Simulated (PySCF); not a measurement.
Computed NMR parameters against published values

Geometry:
```json
{"atom": "S1", "x (Å)": "2.694", "y (Å)": "-0.011", "z (Å)": "-0.078"}
{"atom": "C2", "x (Å)": "0.940", "y (Å)": "0.057", "z (Å)": "-0.013"}
{"atom": "C3", "x (Å)": "0.085", "y (Å)": "-0.971", "z (Å)": "-0.271"}
{"atom": "C4", "x (Å)": "-1.268", "y (Å)": "-0.589", "z (Å)": "-0.131"}
{"atom": "C5", "x (Å)": "-1.421", "y (Å)": "0.709", "z (Å)": "0.228"}
{"atom": "S6", "x (Å)": "0.093", "y (Å)": "1.512", "z (Å)": "0.406"}
{"atom": "H7", "x (Å)": "2.889", "y (Å)": "1.258", "z (Å)": "0.276"}
{"atom": "H8", "x (Å)": "0.413", "y (Å)": "-1.955", "z (Å)": "-0.548"}
{"atom": "H9", "x (Å)": "-2.092", "y (Å)": "-1.261", "z (Å)": "-0.293"}
{"atom": "H10", "x (Å)": "-2.324", "y (Å)": "1.257", "z (Å)": "0.401"}
```

Published estimates (parent shift plus substituent increments) and measurements: δ ¹H H10 7.13; H8 6.96; H9 6.76 ppm (estimated from measurements, as parent shift plus tabulated substituent increment; solution, not stated per compound (mostly CDCl3 or CCl4); Pretsch, Buehlmann, Badertscher, Structure Determination of Organic Compounds, 4th ed. (2009)).

Computed data (PySCF): GFN2-xTB geometry, shieldings: GIAO PBE0/pcSseg-1. Relativity neglected, gas phase, single conformer.

(1) How close does the calculation come?

(2) How far are the unscaled ¹H shifts from the references?

Results:

(1) 
Reference values: estimated from measurements, as parent shift plus tabulated substituent increment (solution, not stated per compound (mostly CDCl3 or CCl4); Pretsch, Buehlmann, Badertscher, Structure Determination of Organic Compounds, 4th ed. (2009)).
```tsv
atoms	quantity	reference	computed	computed, scaled
H10	δ ¹H	7.13	6.73	6.45
H8	δ ¹H	6.96	6.85	6.56
H9	δ ¹H	6.76	7.00	6.71
```

Computed shifts are σ(ref) − σ with the named reference compound (TMS for H and C) calculated as an isolated molecule at the same level. The measured values may be among those fitted. Empirical linear scaling, fitted to shifts measured mostly in CDCl3 for H and C (δ vs TMS): ¹H: δ = 30.01 − 0.943σ (rms 0.16 ppm, 131 shifts, 0.17 ppm with the 2 outliers that the fit left out). Occasional misses reach two or three times the rms, and more in compound classes unlike the fitted ones. H not on carbon is unscaled (vs computed TMS).

(2) Mean signed difference -0.09 ppm, mean absolute 0.25 ppm over 3 comparisons; the largest is -0.40 ppm at H10 (hydrogen on an aromatic CH next to the ring sulfur).
